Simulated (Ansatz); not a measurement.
System: rutile PbO2. Method: PBEsol+SOC (plane waves, PAW; Ansatz, a quantum-chemistry and plane-wave program).

Run with plane-wave cutoff 520 eV, 12×12×16 k mesh (along the axes of the cell as run), Fermi–Dirac smearing 0.05 eV, PAW data made under PBE.

Energies at three volumes about the minimum:

```json
[
 {"V (Å³/atom)": "13.884", "E − E_lowest (meV/atom)": "2.33"},
 {"V (Å³/atom)": "14.167", "E − E_lowest (meV/atom)": "0.00"},
 {"V (Å³/atom)": "14.451", "E − E_lowest (meV/atom)": "2.12"}
]
```

Q: Fit a parabola by hand: where is the minimum, and what is the bulk modulus?

A: Slopes: (0.00 − 2.33)/(14.167 − 13.884) = -8.233 and (2.12 − 0.00)/(14.451 − 14.167) = 7.465 meV/Å³. Curvature E″ = 2 × (7.465 − (-8.233))/(14.451 − 13.884) = 55.372 meV/Å⁶. From the middle of the first interval, the slope vanishes at V0 = 14.0255 − (-8.233)/55.372 = 14.174 Å³/atom. B = V0 E″ = 14.174 × 55.372 meV/Å³ × 0.1602 GPa per meV/Å³ = 126 GPa. The full Birch–Murnaghan fit to all volumes gives V0 = 14.167 Å³/atom and B0 = 125 GPa.

Shape and atoms are relaxed at each volume.

Note: the bulk modulus comes from volumes at which shape and atoms were relaxed.
